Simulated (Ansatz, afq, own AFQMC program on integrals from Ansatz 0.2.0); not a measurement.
AFQMC on a folder of integrals that Ansatz 0.2.0 wrote.

```yaml
crystal:
  periodic: [false, false, false]
  atoms:
    - {symbol: Ge, position_ang: [0.000000, 0.000000, 2.524364]}
    - {symbol: Al, position_ang: [0.000000, 0.000000, -0.461636]}
    - {symbol: H, position_ang: [0.000000, 0.000000, -2.062728]}
basis:
  gaussian: {orbitals: cc-pVDZ}
magnetization: {spin_polarized: true, initial_magnetization: 2}
correlation: {method: ccsd_t, electrons: outside_noble_gas, hamiltonian_folder: ham}
```

```sh
$ ansatz run in.yaml --threads 1 --pin off --events-out ev --progress --plain --max-ram 1382MiB
```

Options of the walk:

```
--method phaseless --trial cisd --walkers 20 --populations 1 --least-time 40 --time-step 0.0025 --steps-per-block 50 --equilibration-blocks 24 --max-blocks 320 --target-error 0.00068 --factor-cut 1e-05 --start determinant --seed 4177 --taylor-order 4
```

Times are imaginary, in 1/Eh. The walk had a cap of 252 s. Filled inner d shells are frozen with the cores.

Output of the walk:

```
orbitals 31  electrons 5 3  factors 218 of 553
reference energy -2317.76904038 Eh
CCSD correlation -0.13780582 Eh in 12 cycles, weight of the determinant in the CISD state 0.8470
energy of the start -2317.906846 Eh
 block  time / (1/Eh)  mean weight  energy / Eh
     1     0.125  1.0000  -2317.905836
     2     0.250  0.9999  -2317.905493
     3     0.375  0.9999  -2317.905253
     4     0.500  0.9995  -2317.905418
     5     0.625  0.9990  -2317.905441
     7     0.875  0.9999  -2317.906351
     9     1.125  1.0001  -2317.910695
    17     2.125  1.0015  -2317.914672
    33     4.125  1.0010  -2317.910032
    49     6.125  1.0009  -2317.910953
    65     8.125  1.0000  -2317.912125
    81    10.125  1.0006  -2317.908738
    97    12.125  0.9997  -2317.916301
   113    14.125  1.0014  -2317.914699
   129    16.125  0.9986  -2317.916096
   145    18.125  0.9993  -2317.917296
   161    20.125  1.0002  -2317.918826
   177    22.125  0.9990  -2317.912488
   193    24.125  1.0013  -2317.917229
   209    26.125  0.9998  -2317.929090
   225    28.125  0.9984  -2317.920979
   241    30.125  0.9979  -2317.919964
   257    32.125  0.9994  -2317.919883
   273    34.125  0.9997  -2317.918679
   289    36.125  0.9996  -2317.915578
   305    38.125  0.9992  -2317.910892
   313    39.125  1.0003  -2317.907580
   321    40.125  0.9992  -2317.910173
   337    42.125  0.9998  -2317.910918
blocks merged  error / Eh  count
     1  0.000289  320
     2  0.000392  160
     4  0.000515  80
     8  0.000671  40
    16  0.000837  20
    32  0.001092  10
energy -2317.914656 +/- 0.000837 Eh
(rows thinned)
```

The run passed its tests (sampling time, drift between the halves within three errors, error under three times the target), which doesn't prove that it has relaxed. The second half of the sampling lies below the first by 2.1 errors of their difference, so the energy may still be moving and its error bar be too small.

Against this walk (error 22.8 meV) on the same determinant: CCSD(T) 74.3 meV higher, CCSDT(Q) 6.9 meV higher (within the noise), a separate phaseless walk with a CISD trial and standard settings 26.6 ± 26.3 meV higher (within the noise). The error is statistical and leaves out the bias of the constraint.

Cautions: constraint bias not in the error; error above the target (22.8 against 18.5 meV); no relativity below Rb; no spin-orbit coupling; inner d shell frozen; lower spins were not checked; higher spins were not checked; raised T1 diagnostic (T1 0.043, weight of the determinant 0.85, largest double 0.09); so few walkers bias the energy.

The walk took 57 s on 1 thread of Intel(R) Xeon(R) Platinum 8488C (Sapphire Rapids) (shared host). The log's last line is the phaseless energy.

CCSDT and higher add their correlation energy to the determinant of the CCSD(T) run, since their own runs factorise the integrals more tightly (a shift of under 2 meV). A walk keeps the symmetry of its determinant, which the program's search chose and which needn't be the lowest solution, so a lower state of the same spin and another symmetry isn't excluded.
